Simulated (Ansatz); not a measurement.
Name a neutral molecule of C, O, S and H with HOMO–LUMO gap (PBE0/def2-TZVPP) between 4.70 and 5.00 eV and size of the dipole moment (ωB97M-V/def2-TZVPP) between 3.25 and 3.55 D (Ansatz, PBE0-D4/def2-TZVP geometry).

`OC1=CS1` (4.85 eV, 3.43 D); `S=COCS` (4.97 eV, 3.35 D). Other molecules can fit too; these were computed, each in one conformer that needn't be the lowest.
